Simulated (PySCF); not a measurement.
All values below come from PBE-D3(BJ)/def2-TZVP // BP86-D3(BJ)/def2-SVP run with PySCF. Gas-phase values, no solvent. 

Reference species (SMILES): `N` (neutral, multiplicity 1).

```yaml
dipole_moment: 1.80 D
HOMO: -6.15 eV
HOMO–LUMO gap: 6.28 eV
```

After one change: the dipole moment rises by 0.09 D; the HOMO decreases by 1.26 eV; the HOMO–LUMO gap falls by 2.31 eV.

Question: Which change was made? The new species is one of these.
A) `[C-]#[S+]`
B) `COC`
C) `CC#N`
D) `CN(C)C`

Answer: A, `[C-]#[S+]`
